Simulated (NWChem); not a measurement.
All runs are NWChem calculations. System: Na2, charge 1, spin multiplicity 2, at the geometry of a parent with another charge or spin, in a state set for the comparison that need not be this species' ground state. Its SCF solution wasn't tested for a lower state. Level: UMP2/pcseg-1, 2 core orbitals frozen.

Output (cleaned and shortened):

```
             Northwest Computational Chemistry Package (NWChem) 7.3.0
             --------------------------------------------------------

                                NWChem Input Module
                                -------------------

 Scaling coordinates for geometry "geometry" by  1.889725989
 (inverse scale =  0.529177249)

 Turning off AUTOSYM since
 SYMMETRY directive was detected!

                             Geometry "geometry" -> ""
                             -------------------------

 Output coordinates in angstroms (scale by  1.889725989 to convert to a.u.)

  No.       Tag          Charge          X              Y              Z
 ---- ---------------- ---------- -------------- -------------- --------------
    1 Na                  11.0000     0.00000000     0.00000000     1.56247600
    2 Na                  11.0000     0.00000000     0.00000000    -1.56247600

 Effective nuclear repulsion energy (a.u.)      20.4900578086

            Nuclear Dipole moment (a.u.)
            ----------------------------
        X                 Y               Z
 ---------------- ---------------- ----------------
     0.0000000000     0.0000000000     0.0000000000

      Symmetry information
      --------------------

 Group name             D2h
 Group number             26
 Group order               8
 No. of unique centers     1

      Symmetry unique atoms

     1


 Summary of "ao basis" -> "" (spherical)
 ------------------------------------------------------------------------------
       Tag                 Description            Shells   Functions and Types
 ---------------- ------------------------------  ------  ---------------------
 *                          pcseg-1                   on all atoms

 Summary of "ao basis" -> "ao basis" (spherical)
 ------------------------------------------------------------------------------
       Tag                 Description            Shells   Functions and Types
 ---------------- ------------------------------  ------  ---------------------
 Na                         pcseg-1                  6       10   4s2p

                                 NWChem SCF Module
                                 -----------------

  ao basis        = "ao basis"
  functions       =    20
  atoms           =     2
  alpha electrons =    11
  beta  electrons =    10
  charge          =   1.00
  wavefunction    = UHF
  use symmetry    = T
  symmetry adapt  = T

 Summary of "ao basis" -> "ao basis" (spherical)
 ------------------------------------------------------------------------------
       Tag                 Description            Shells   Functions and Types
 ---------------- ------------------------------  ------  ---------------------
 Na                         pcseg-1                  6       10   4s2p

      Symmetry analysis of basis
      --------------------------

        ag          6
        au          0
        b1g         0
        b1u         6
        b2g         2
        b2u         2
        b3g         2
        b3u         2

 Forming initial guess at       0.0s

   Symmetry analysis of molecular orbitals - initial alpha
   -------------------------------------------------------

  Numbering of irreducible representations:

     1 ag          2 au          3 b1g         4 b1u         5 b2g
     6 b2u         7 b3g         8 b3u

  Orbital symmetries:

     1 b1u         2 ag          3 ag          4 b1u         5 ag
     6 b3u         7 b2u         8 b2g         9 b3g        10 b1u
    11 ag         12 b1u        13 b2u        14 b3u        15 ag
    16 b2g        17 b3g        18 ag         19 b1u        20 b1u

   Symmetry analysis of molecular orbitals - initial beta
   ------------------------------------------------------

  Numbering of irreducible representations:

     1 ag          2 au          3 b1g         4 b1u         5 b2g
     6 b2u         7 b3g         8 b3u

  Orbital symmetries:

     1 b1u         2 ag          3 ag          4 b1u         5 ag
     6 b2u         7 b3u         8 b3g         9 b2g        10 b1u
    11 ag         12 b1u        13 b2u        14 b3u        15 ag
    16 b3g        17 b2g        18 ag         19 b1u        20 b1u
[...]
     2     -0.179429  1 Na s                 12     -0.179429  2 Na s
     3      0.176024  1 Na s                 13      0.176024  2 Na s

 Vector   12  Occ=0.000000D+00  E=-1.095940D-01  Symmetry=b1u
              MO Center=  3.0D-36, -8.0D-36, -1.3D-15, r^2= 1.5D+01
   Bfn.  Coefficient  Atom+Function         Bfn.  Coefficient  Atom+Function
  ----- ------------  ---------------      ----- ------------  ---------------
     4      1.008614  1 Na s                 14     -1.008614  2 Na s

 Vector   13  Occ=0.000000D+00  E=-3.909847D-02  Symmetry=b3u
              MO Center=  1.3D-20, -5.1D-55,  8.6D-17, r^2= 6.7D+00
   Bfn.  Coefficient  Atom+Function         Bfn.  Coefficient  Atom+Function
  ----- ------------  ---------------      ----- ------------  ---------------
     8      0.639354  1 Na px                18      0.639354  2 Na px

 center of mass
 --------------
 x =   0.00000000 y =   0.00000000 z =   0.00000000

 moments of inertia (a.u.)
 ------------------
         400.857091236311           0.000000000000           0.000000000000
           0.000000000000         400.857091236311           0.000000000000
           0.000000000000           0.000000000000           0.000000000000

  Mulliken analysis of the total density
  --------------------------------------

    Atom       Charge   Shell Charges
 -----------   ------   -------------------------------------------------------
    1 Na  11    10.50   2.00  2.00  0.35  0.05  6.01  0.09
    2 Na  11    10.50   2.00  2.00  0.35  0.05  6.01  0.09

  Mulliken analysis of the alpha density
  --------------------------------------

    Atom       Charge   Shell Charges
 -----------   ------   -------------------------------------------------------
    1 Na  11     5.50   1.00  1.00  0.35  0.05  3.00  0.09
    2 Na  11     5.50   1.00  1.00  0.35  0.05  3.00  0.09

   Mulliken analysis of the beta density
   -------------------------------------

    Atom       Charge   Shell Charges
 -----------   ------   -------------------------------------------------------
    1 Na  11     5.00   1.00  1.00  0.00 -0.00  3.01 -0.01
    2 Na  11     5.00   1.00  1.00  0.00 -0.00  3.01 -0.01

   Mulliken analysis of the spin density
   -------------------------------------

    Atom       Charge   Shell Charges
 -----------   ------   -------------------------------------------------------
    1 Na  11     0.50   0.00  0.00  0.35  0.05 -0.00  0.10
    2 Na  11     0.50   0.00  0.00  0.35  0.05 -0.00  0.10

       Multipole analysis of the density wrt the origin
       ------------------------------------------------

     L   x y z        total         alpha         beta         nuclear
     -   - - -        -----         -----         ----         -------
     0   0 0 0      1.000000    -11.000000    -10.000000     22.000000

     1   1 0 0     -0.000000      0.000000     -0.000000      0.000000
     1   0 1 0      0.000000     -0.000000      0.000000      0.000000
     1   0 0 1      0.000000      0.000000      0.000000      0.000000

     2   2 0 0     -9.231505     -7.040058     -2.191447      0.000000
     2   1 1 0      0.000000      0.000000     -0.000000      0.000000
     2   1 0 1      0.000000      0.000000     -0.000000      0.000000
     2   0 2 0     -9.231505     -7.040058     -2.191447      0.000000
     2   0 1 1      0.000000      0.000000      0.000000      0.000000
     2   0 0 2      8.118443    -94.307952    -89.372924    191.799320

                   NWChem MP2 Semi-direct Energy/Gradient Module
                   ---------------------------------------------

  Basis functions       =     20
  Molecular orbitals    =     20
  Frozen core           =      2
  Frozen virtuals       =      0
  Active alpha occupied =      9
  Active beta occupied  =      8
  Active alpha virtual  =      9
  Active beta virtual   =     10
  Use MO symmetry       = T
  Use skeleton AO sym   = T

  AO/Fock/Back tols     =   1.0D-09  1.0D-09  1.0D-09

 GA uses MA = F    GA memory limited = T

 Available:
  local mem=  1.26D+08
 global mem=  1.44D+08
 local disk=  0.00D+00
  mp2_memr nvloc                     9
  nvloc new                     9
   1 passes of   9:        2097152                       1559                     57729.
   1 passes of   9: M    126155368           G      144178400           F     124058216.

 Semi-direct pass number   1 of   1  for UHF alpha       at        0.1s
  vrange nnbf                   207
  mp2_eaftype                    10  avail_ma_in_mb                  1099
 EAF : mp2_eaftype filesize          10      28864.
  mp2_eaf for mointskh                     10
Node 0 wrote      0.1 Mb in      0.0 s     Agg I/O rate:   843.8 Mb/s
 Done moints_semi at        0.2s
  mp2_eaftype                    10  avail_ma_in_mb                  1089
 EAF : mp2_eaftype filesize          10      28864.
  mp2_eaf for kh                    10
 Done maket at        0.2s
 Done multipass loop at        0.2s

 GA uses MA = F    GA memory limited = T

 Available:
  local mem=  1.26D+08
 global mem=  1.44D+08
 local disk=  0.00D+00
  mp2_memr nvloc                    10
  nvloc new                    10
   1 passes of   8:        2097152                       1550                     57025.
   1 passes of   8: M    126155368           G      144178400           F     124058216.

 Semi-direct pass number   1 of   1  for UHF beta        at        0.2s
  vrange nnbf                   207
  mp2_eaftype                    10  avail_ma_in_mb                  1099
 EAF : mp2_eaftype filesize          10      28512.
  mp2_eaf for mointskh                     10
Node 0 wrote      0.1 Mb in      0.0 s     Agg I/O rate:   661.5 Mb/s
 Done moints_semi at        0.4s
  mp2_eaftype                    10  avail_ma_in_mb                  1089
 EAF : mp2_eaftype filesize          10      28512.
  mp2_eaf for kh                    10
 Done maket at        0.4s
 Done multipass loop at        0.4s

          -------------------------------------------
          SCF energy                -323.514868004062
          Correlation energy          -0.002920477917
          Singlet pairs                0.000000000000
          Triplet pairs                0.000000000000
          Total MP2 energy          -323.517788481979
          -------------------------------------------

          ---------------------------------------------------
                    Spin Component Scaled (SCS) MP2
          Same spin pairs                     -0.000880924174
          Same spin scaling factor             0.333333333333
          Opposite spin pairs                 -0.002039553743
          Opposite spin scaling fact.          1.200000000000
          SCS-MP2 correlation energy          -0.002741105883
          Total SCS-MP2 energy              -323.517609109945
          ---------------------------------------------------

 -----------------------
 Performance information
 -----------------------

 Timer overhead =  1.91D-07 seconds/call

               Nr. of calls         CPU time (s)                 Wall time (s)                GFlops
             ---------------    -------------------     ------------------------------   -------------------
Name         Min   Avg   Max    Min     Avg     Max     Min     Avg     Max   Mx/calls   Min     Max     Sum
mp2: moin     2     2     2   0.22    0.22    0.22     0.22    0.22    0.22    0.11      0.0     0.0     0.0
mp2: make     2     2     2   5.39E-3 5.39E-3 5.39E-3  5.39E-3 5.39E-3 5.39E-3 2.69E-3   0.0     0.0     0.0
mp2: tota     1     1     1   0.24    0.24    0.24     0.24    0.24    0.24    0.24      0.0     0.0     0.0

 The average no. of pstat calls per process was 5.00D+00
 with a timing overhead of 9.57D-07s

 Task  times  cpu:        0.3s     wall:        0.3s

 Total times  cpu:        0.4s     wall:        0.4s
```

Question: Write an NWChem input that would produce this output.

Answer: One answer among several that fit: 
```
start mol
memory heap 200 mb stack 900 mb global 1100 mb
charge 1
geometry units angstroms nocenter noautoz
  Na     0.000000     0.000000     1.562476
  Na     0.000000     0.000000    -1.562476
  symmetry group D2h
end
basis spherical
  * library pcseg-1
end
scf
  uhf
  nopen 1
  maxiter 100
  thresh 1e-7
  semidirect memsize 60000000 filesize 0
  # guess.movecs holds the orbitals of an unrestricted PBE0 run
  vectors input guess.movecs output mol.movecs
end
mp2
  freeze core 2
end
task mp2 energy
```
